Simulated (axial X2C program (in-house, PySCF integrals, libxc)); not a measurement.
**CCl⁺: from the spin-free to the two-component result**

Calculated with an axial X2C code built on PySCF integrals. Spin-free means the one-electron spin-free X2C Hamiltonian; two-component (2c) means X2C with spin–orbit coupling and atomic mean-field two-electron Coulomb and Gaunt terms, so the difference of the two also holds small scalar two-electron terms. Basis: Cl dyall-av3z [9s8p3d2f], C dyall-v3z [7s6p2d1f] (cores contracted in-house); Gaussian nuclei, density fitting, unrestricted open shells. Masses: Cl 34.969 u, C 12.000 u.

Spin-free state: M_S = 0, Λ = 0 (closed shell); fragments Cl + C+.

```tsv
level	Re (Å)	ωe (cm⁻¹)	De (eV)	μ (D)
PBE0	1.539	1198.7	6.780	-0.15
HF	1.522	1268.9	4.241	0.11
MP2	1.534	1234.5	6.659	n/a
CCSD	1.539	1213.0	6.121	n/a
CCSD(T)	1.549	1174.2	6.440	n/a
PBE50	1.524	1254.1	6.310	-0.13
```

Correlated methods: 10 electrons correlated (number of frozen shells: Cl 2 s, 1 p; C 1 s), 174 virtual spin orbitals or spinors in MP2, 88 natural virtuals in coupled cluster.

Dipoles are positive if C is the positive end and refer to the centre of mass.

Two-component determinant lowest at the distance of the search:

Ω = 0 (closed shell); fragments Cl + C+.

```csv
level,Re (Å),ωe (cm⁻¹),De (eV),μ (D)
PBE0,1.539,1198.4,6.776,-0.16
HF,1.522,1268.6,4.182,0.11
MP2,1.534,1234.2,6.624,n/a
CCSD,1.539,1212.2,6.093,n/a
CCSD(T),1.549,1173.0,6.405,n/a
PBE50,1.524,1253.7,6.302,-0.13
```

Question: From the two tables, how do the constants change at the CCSD(T) level (2c against spin-free)?

Answer: At the CCSD(T) level Re is unchanged within 0.001 Å and ωe goes down by 1.2 cm⁻¹; De changes by -0.035 eV.

The state is a single determinant with fixed occupations, the lowest that a limited PBE0 search found. Closed shells are restricted here (equal orbitals for both partners); the stretched side of such a curve lies too high. De is counted from the lowest determinant-based energies of the atoms at the same level, without counterpoise correction. Coupled cluster ran in a truncated set of natural virtual spinors; the MP2 energy of the rest was added. (T) has no such correction and the atoms are truncated less, which lowers De at CCSD(T) by a hundredth of an eV or more. In 2c an atomic determinant is not the ground J level, so De misses part of the atomic spin–orbit lowering. This holds for PBE0, PBE50. Without a current term, density functionals place determinants with orbital angular momentum somewhat too high. The T1 diagnostic is large, a sign of multireference character.
